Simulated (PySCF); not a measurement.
## How methods differ on the ionisation energy of Be

Be [He] 2s2 (1S) → Be⁺ [He] 2s1 (2S), as a difference of total energies. Calculation: PySCF 2.14, in dyall-av2z (11s7p2d, 42 functions); no relativity, point nucleus. Correlated levels: valence: 1s2 frozen; virtual orbitals above 40 to 60 times the deepest correlated orbital energy dropped. The calculations carry no spin-orbit coupling.

```
           method  ionisation energy (eV)
              UHF                   8.045
              LDA                   9.027
              PBE                   9.002
             PBE0                   8.975
           r2SCAN                   8.791
            B97-3                   9.028
          wB97X-V                   9.019
        BHandHLYP                   8.966
             MN15                   8.959
    MP2 (valence)                   8.796
SCS-MP2 (valence)                   8.947
```

How much does correlation contribute at MP2 (valence)?

8.796 − (8.045) = 0.751 eV, measured against UHF.

Errors of the correlated levels include the incompleteness of this basis and the frozen core.

MP2 underrates the near-degeneracy of ns² with np² in the lower species.

For comparison: 9.323 eV (measured; NIST Atomic Spectra Database, ionization energies).
